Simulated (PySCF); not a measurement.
PySCF input (M06-2X/6-311+G**):

```python
from pyscf import gto, dft

mol = gto.M(
    atom='''
    C     0.17374100    0.87290308   -0.00032070
    C     1.58893377    0.53736175   -0.01617525
    Cl   -0.85056784   -0.69876990    0.00792755
    H    -0.14506536    1.39307162    0.89742769
    H    -0.16432700    1.39624905   -0.88913114
    H     2.10649887    0.31243964    0.90551097
    H     2.08649814    0.31573899   -0.94960019
    ''',
    basis='6-311+g**',
    charge=0,
    spin=1,
    verbose=4,
)

mf = dft.UKS(mol, xc='m062x')
mf.grids.level = 4
mf.conv_tol = 1e-9
mf.max_cycle = 100
mf.max_memory = 1500
mf.kernel()
if not mf.converged:
    mf = mf.newton()
    mf.kernel(mf.make_rdm1())
mo, _, stable, _ = mf.stability(return_status=True)
if not stable:
    mf.kernel(mf.make_rdm1(mo, mf.mo_occ))
    stable = mf.stability(return_status=True)[2]
mf.dip_moment()
```

Output:

```
PySCF version 2.14.0

[INPUT] verbose = 4
[INPUT] num. atoms = 7
[INPUT] num. electrons = 33
[INPUT] charge = 0
[INPUT] spin (= nelec alpha-beta = 2S) = 1
[INPUT] symmetry False subgroup None
[INPUT] Mole.unit = angstrom
[INPUT] Symbol           X                Y                Z      unit          X                Y                Z       unit  Magmom
[INPUT]  1 C      0.173741000000   0.872903080000  -0.000320700000 AA    0.328322906608   1.649547754489  -0.000606035168 Bohr   0.0
[INPUT]  2 C      1.588933770000   0.537361750000  -0.016175250000 AA    3.002649655373   1.015466537317  -0.030566792496 Bohr   0.0
[INPUT]  3 Cl    -0.850567840000  -0.698769900000   0.007927550000 AA   -1.607340267963  -1.320483735090   0.014980898339 Bohr   0.0
[INPUT]  4 H     -0.145065360000   1.393071620000   0.897427690000 AA   -0.274133800561   2.632523833704   1.695892550701 Bohr   0.0
[INPUT]  5 H     -0.164327000000   1.396249050000  -0.889131140000 AA   -0.310533024871   2.638528306184  -1.680214343422 Bohr   0.0
[INPUT]  6 H      2.106498870000   0.312439640000   0.905510970000 AA    3.980705946006   0.590425350058   1.711167736089 Bohr   0.0
[INPUT]  7 H      2.086498140000   0.315738990000  -0.949600190000 AA    3.942910044014   0.596660217947  -1.794484286935 Bohr   0.0

nuclear repulsion = 93.6183150108535
number of shells = 50
number of NR pGTOs = 154
number of NR cGTOs = 98
basis = 6-311+g**
ecp = {}

******** <class 'pyscf.dft.uks.UKS'> ********
method = UKS
initial guess = minao
damping factor = 0
level_shift factor = 0
DIIS = <class 'pyscf.scf.diis.CDIIS'>
diis_start_cycle = 1
diis_space = 8
diis_damp = 0
SCF conv_tol = 1e-09
SCF conv_tol_grad = None
SCF max_cycles = 100
direct_scf = True
direct_scf_tol = 1e-13
number electrons alpha = 17  beta = 16
XC library pyscf.dft.libxc version 7.1.2
    S. Lehtola, C. Steigemann, M. J. T. Oliveira, and M. A. L. Marques,  SoftwareX 7, 1–5 (2018)
XC functionals = m062x
    Y. Zhao and D. G. Truhlar,  Theor. Chem. Acc. 120, 215 (2008)
    Y. Zhao and D. G. Truhlar,  Theor. Chem. Acc. 120, 215 (2008)
radial grids:
    Treutler-Ahlrichs [JCP 102, 346 (1995); DOI:10.1063/1.469408] (M4) radial grids

becke partition: Becke, JCP 88, 2547 (1988); DOI:10.1063/1.454033
pruning grids: <function nwchem_prune>
grids dens level: 4
symmetrized grids: False
atomic radii adjust function: <function treutler_atomic_radii_adjust>
small_rho_cutoff = 0
Set gradient conv threshold to 3.16228e-05
tot grids = 148744
init E= -538.828749234963
  alpha nocc = 17  HOMO = -0.195280795487359  LUMO = -0.00971784122844421
  beta  nocc = 16  HOMO = -0.358594002361347  LUMO = -0.195280795487361

WARN: HOMO -0.195280795487359 >= LUMO -0.195280795487361

cycle= 1 E= -538.702312320726  delta_E= 0.126  |g|= 0.186  |ddm|= 1.44
  alpha nocc = 17  HOMO = -0.287160357676485  LUMO = 0.00724088463783432
  beta  nocc = 16  HOMO = -0.314480461056269  LUMO = -0.0866633696196351
  HOMO = -0.287160357676  LUMO = -0.0866633696196  gap/eV = 5.45580
cycle= 2 E= -538.712196443417  delta_E= -0.00988  |g|= 0.178  |ddm|= 0.608
  alpha nocc = 17  HOMO = -0.284165506488821  LUMO = 0.015546835058771
  beta  nocc = 16  HOMO = -0.354823438841524  LUMO = -0.0697443095221525
  HOMO = -0.284165506489  LUMO = -0.0697443095222  gap/eV = 5.83470
cycle= 3 E= -538.72865980247  delta_E= -0.0165  |g|= 0.0255  |ddm|= 0.258
  alpha nocc = 17  HOMO = -0.291819739465709  LUMO = 0.0159044727530864
  beta  nocc = 16  HOMO = -0.360568624214839  LUMO = -0.0680699833393421
  HOMO = -0.291819739466  LUMO = -0.0680699833393  gap/eV = 6.08854
cycle= 4 E= -538.729300293607  delta_E= -0.00064  |g|= 0.0107  |ddm|= 0.0533
  alpha nocc = 17  HOMO = -0.290870212665093  LUMO = 0.0163901025773683
  beta  nocc = 16  HOMO = -0.357665660849551  LUMO = -0.0643030336481506
  HOMO = -0.290870212665  LUMO = -0.0643030336482  gap/eV = 6.16521
cycle= 5 E= -538.729424304838  delta_E= -0.000124  |g|= 0.00442  |ddm|= 0.0227
  alpha nocc = 17  HOMO = -0.292379949995408  LUMO = 0.0163139150314349
  beta  nocc = 16  HOMO = -0.358508998377126  LUMO = -0.0639202658708003
  HOMO = -0.292379949995  LUMO = -0.0639202658708  gap/eV = 6.21670
cycle= 6 E= -538.729452541402  delta_E= -2.82e-05  |g|= 0.00135  |ddm|= 0.0138
  alpha nocc = 17  HOMO = -0.292595850266188  LUMO = 0.016338970605004
  beta  nocc = 16  HOMO = -0.358282236277786  LUMO = -0.0637214567697864
  HOMO = -0.292595850266  LUMO = -0.0637214567698  gap/eV = 6.22799
cycle= 7 E= -538.729455185168  delta_E= -2.64e-06  |g|= 0.000539  |ddm|= 0.00401
  alpha nocc = 17  HOMO = -0.292570164308294  LUMO = 0.0163442612009862
  beta  nocc = 16  HOMO = -0.358407548626956  LUMO = -0.0636328690693856
  HOMO = -0.292570164308  LUMO = -0.0636328690694  gap/eV = 6.22970
cycle= 8 E= -538.729455488689  delta_E= -3.04e-07  |g|= 0.000168  |ddm|= 0.00119
  alpha nocc = 17  HOMO = -0.292617365704477  LUMO = 0.0163375522367559
  beta  nocc = 16  HOMO = -0.358399713842926  LUMO = -0.063670331695384
  HOMO = -0.292617365704  LUMO = -0.0636703316954  gap/eV = 6.22997
cycle= 9 E= -538.729455521442  delta_E= -3.28e-08  |g|= 6.74e-05  |ddm|= 0.000406
  alpha nocc = 17  HOMO = -0.292602020378522  LUMO = 0.0163368084285929
  beta  nocc = 16  HOMO = -0.358389002768814  LUMO = -0.0636618019626152
  HOMO = -0.292602020379  LUMO = -0.0636618019626  gap/eV = 6.22978
cycle= 10 E= -538.729455528123  delta_E= -6.68e-09  |g|= 1.95e-05  |ddm|= 0.000203
  alpha nocc = 17  HOMO = -0.292602640616123  LUMO = 0.0163361029720534
  beta  nocc = 16  HOMO = -0.358392434589213  LUMO = -0.0636637623337994
  HOMO = -0.292602640616  LUMO = -0.0636637623338  gap/eV = 6.22974
cycle= 11 E= -538.729455529015  delta_E= -8.92e-10  |g|= 7.89e-06  |ddm|= 8.72e-05
  alpha nocc = 17  HOMO = -0.292603095696292  LUMO = 0.0163356310969619
  beta  nocc = 16  HOMO = -0.358389955296984  LUMO = -0.0636640792896083
  HOMO = -0.292603095696  LUMO = -0.0636640792896  gap/eV = 6.22975
Extra cycle  E= -538.729455529086  delta_E= -7.11e-11  |g|= 6.34e-06  |ddm|= 2.93e-05
converged SCF energy = -538.729455529086  <S^2> = 0.75693398  2S+1 = 2.006922
uhf_internal: lowest eigs of H = [0.33023598 0.33306629 0.39979493]
<class 'pyscf.dft.uks.UKS'> wavefunction is stable in the internal stability analysis
Dipole moment(X, Y, Z, Debye):  1.46987,  1.76780, -0.01269
```
